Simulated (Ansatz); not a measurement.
# CH₃AlCl radical: a ladder of functionals and wavefunction methods

How much do the methods differ for CH₃AlCl radical? The plan is to run it at one geometry with functionals of several rungs and with coupled cluster, and see how far each lands from CCSD(T) at the basis-set limit for the atomisation energy.

Program: Ansatz 0.2.0, Gaussian basis. Level of theory: functionals in def2-TZVPP, the program's frozen cores in correlated methods. These are calculated values, not measurements.

Plan: LDA (SPW92), PBE-D4, revPBE-D4, BLYP-D4, r2SCAN-D4, B97M-V, PBE0-D4, B3LYP-D4, r2SCANh-D4, r2SCAN0-D4, HSE06-D4, BHLYP-D4, CAM-B3LYP-D4, LC-ωPBE, ωB97X-V, ωB97M-V, B2PLYP, PBE-QIDH; CCSD(T)/def2-SVP; CCSD(T)/def2-TZVPP; MP2/def2-QZVPP; extrapolation to the limit; RPA on PBE.

## Step 1: Structure used throughout

The geometry comes from an earlier relaxation with PBE0-D4 in a triple-zeta def2 set; it is a stationary point.

SMILES `[CH3][Al][Cl]`, 6 atoms, charge 0, spin multiplicity 2.

Atoms are counted from 1 here; the program's logs count them from 0.

Bond lengths: C1–Al2 1.965 Å, C1–H4 1.093 Å, C1–H5 1.094 Å, C1–H6 1.094 Å, Al2–Cl3 2.122 Å. Angles: Al2–C1–H4 110.2°, Al2–C1–H5 110.4°, Al2–C1–H6 110.4°, H4–C1–H5 109.1°, H4–C1–H6 109.1°, H5–C1–H6 107.5°, C1–Al2–Cl3 117.4°.

Coordinates:

```
C    -0.4414    0.4490   -0.2873
Al    0.1231   -1.3529    0.2545
Cl    2.0286   -1.5463    1.1688
H     0.3353    1.1773   -0.0414
H    -1.3682    0.7278    0.2221
H    -0.6352    0.4810   -1.3631
```

## Step 2: LDA

This LDA is Slater exchange with PW92 correlation.

Contents of in.yaml:

```yaml
crystal:
  periodic: [false, false, false]
  atoms:
    - {symbol: C, position_ang: [-0.441433, 0.449028, -0.287250]}
    - {symbol: Al, position_ang: [0.123095, -1.352949, 0.254546]}
    - {symbol: Cl, position_ang: [2.028573, -1.546268, 1.168764]}
    - {symbol: H, position_ang: [0.335286, 1.177257, -0.041390]}
    - {symbol: H, position_ang: [-1.368153, 0.727787, 0.222081]}
    - {symbol: H, position_ang: [-0.635168, 0.481042, -1.363050]}
basis:
  gaussian: {orbitals: def2-TZVPP}
magnetization: {spin_polarized: true, initial_magnetization: 1}
hamiltonian: {xc: lda}
output: {orbitals: {seedname: orbitals}}
```

Further steps of the session: PBE-D4 (GGA); revPBE-D4 (GGA); BLYP-D4 (GGA); r2SCAN-D4 (meta-GGA); B97M-V (meta-GGA); PBE0-D4 (hybrid); B3LYP-D4 (hybrid); r2SCANh-D4 (hybrid); r2SCAN0-D4 (hybrid); HSE06-D4 (hybrid); BHLYP-D4 (hybrid); CAM-B3LYP-D4 (range-separated); LC-ωPBE-D4 (range-separated); ωB97X-V (range-separated); ωB97M-V (range-separated); B2PLYP (double hybrid); PBE-QIDH (double hybrid); CCSD(T) in def2-SVP; CCSD(T) in def2-TZVPP; MP2 in def2-QZVPP; RPA on PBE orbitals.

Before running them: what should the planned runs give, taken together? Wanted: atomisation energy, CCSD(T)/CBS; farthest beyond LDA; mean size of error, GGA; mean size of error, meta-GGA; mean size of error, hybrid; mean size of error, range-separated; mean size of error, double hybrid; gap, smallest and largest; T1 diagnostic.

As calculated:

```
                               quantity                                                                    value
        atomisation energy, CCSD(T)/CBS                                                           466.1 kcal/mol
functionals within 2.3 kcal/mol (0.5 %)  B3LYP-D4, r2SCAN0-D4, CAM-B3LYP-D4, LC-ωPBE, ωB97X-V, ωB97M-V, PBE-QIDH
                    farthest beyond LDA                                                 BHLYP-D4 (-9.8 kcal/mol)
                mean size of error, GGA                                                             4.6 kcal/mol
           mean size of error, meta-GGA                                                             6.0 kcal/mol
             mean size of error, hybrid                                                             3.7 kcal/mol
    mean size of error, range-separated                                                             0.3 kcal/mol
      mean size of error, double hybrid                                                             2.9 kcal/mol
              gap, smallest and largest                                      1.10 eV (B97M-V), 7.99 eV (LC-ωPBE)
                          T1 diagnostic                                                                   0.0122
triples share of the correlation energy                                                                    3.9 %
```

What this shows: The LDA atomisation energy is off by 56.9 kcal/mol (12 %): it overbinds. PBE-D4 misses by +6.6 kcal/mol. Double hybrids carry the basis error of their MP2 part in triple zeta, and no dispersion term here, so their miss is partly the set-up's. By mean error the best rung here is range-separated (0.3 kcal/mol) and the worst beyond LDA is meta-GGA (6.0 kcal/mol). The reference freezes the cores and leaves out relativity and excitations past (T), so misses under about 2.3 kcal/mol can't be ranked. Hartree-Fock recovers 77 % of the binding; the rest is correlation. CCSD(T) in def2-SVP is off by -25.3 kcal/mol, more than most functionals: a good method in a small basis is no reference. The gap grows from 1.1 to 8.0 eV across the functionals, mostly with the share of exact exchange.
